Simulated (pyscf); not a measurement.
H₂P–Ga [singlet] + SiH₄ → H₃Si–GaH–PH₂ (insertion; singlet surface; H–Si broken, Ga–Si, Ga–H formed). PySCF, gas phase, ωB97X-D3(BJ)/def2-SVP geometries. MP2 and CC: frozen core, UHF for open shells. ΔMP2 is the change of the MP2 total energy from the triple- to the quadruple-zeta basis. Rate constants from transition-state theory at the high-pressure limit, CCSD(T)/def2-TZVPP + ΔMP2(QZVPP) energies (ideal gas, 1 atm, RRHO with modes under 100 cm⁻¹ raised to 100, one conformer, R ln 2 for rigid chiral ones; no tunnelling), k in cm³ molecule⁻¹ s⁻¹.

| T (K) | 1000/T | log10 k |
|---|---|---|
| 298 | 3.354 | -28.51 |
| 600 | 1.667 | -20.38 |
| 900 | 1.111 | ? |
| 1200 | 0.833 | -15.88 |

Task: Fit an Arrhenius line to the three values, give the activation energy, and predict k at 900 K.

Result: Least squares gives log10 k = -11.87 − 4.98 × 1000/T, so Ea = 4.98 × ln 10 × 1.987 = 22.8 kcal/mol, against an electronic barrier of 21.0. At 900 K the line gives -17.40; the computed value is -17.46 (ΔG‡ = 48.7 kcal/mol), close to the line. On the reactant side the descent ends in a complex (not fully relaxed), 4.8 kcal/mol under the separated species and 24.8 kcal/mol under the saddle at ωB97X-D3(BJ)/def2-TZVP. One saddle was located; it need not be the lowest between these sides. The CCSD(T) − MP2 part came from Ansatz, without density fitting, on the same reference. The frozen core leaves the outer d or s,p core shells of the metals and heavy elements correlated in the MP2 and CC values, and def2-TZVPP describes them poorly, which can shift differences by a few kcal/mol. Elements up to Kr have no core potential and no relativistic terms here.
